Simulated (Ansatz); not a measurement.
Results of BLYP (PAW; Ansatz, a quantum-chemistry and plane-wave program) for CaB6-type CaB6.

Run with plane-wave cutoff 520 eV, 8×8×8 k mesh, Fermi–Dirac smearing 0.01 eV, scalar-relativistic PAW data made under PBE.

Energies at three volumes about the minimum:

| V (Å³/atom) | E − E_lowest (meV/atom) |
|---|---|
| 10.113 | 1.91 |
| 10.319 | 0.00 |
| 10.525 | 1.79 |

Q: Fit a parabola by hand: where is the minimum, what lattice constant follows, and what is the bulk modulus?

A: Slopes: (0.00 − 1.91)/(10.319 − 10.113) = -9.272 and (1.79 − 0.00)/(10.525 − 10.319) = 8.689 meV/Å³. Curvature E″ = 2 × (8.689 − (-9.272))/(10.525 − 10.113) = 87.189 meV/Å⁶. From the middle of the first interval, the slope vanishes at V0 = 10.2160 − (-9.272)/87.189 = 10.322 Å³/atom. B = V0 E″ = 10.322 × 87.189 meV/Å³ × 0.1602 GPa per meV/Å³ = 144 GPa. With 7 atoms in the cube, a = (7 × 10.322)^(1/3) = 4.165 Å. The full Birch–Murnaghan fit to all volumes gives V0 = 10.319 Å³/atom and B0 = 144 GPa.

Shape and atoms are relaxed at each volume.

Measured, for comparison: bulk modulus 170 ± 5 GPa (room temperature, not corrected to a static lattice; as tabulated in Structural stability and vibrational characteristics of CaB6 under high …); lattice constant a 4.151 Å (temperature not stated, not corrected to a static lattice; as tabulated in Singh (2010), arXiv:1009.1807). Computed (rounded) less measured: bulk modulus -15 %.

Note: the bulk modulus comes from volumes at which shape and atoms were relaxed.
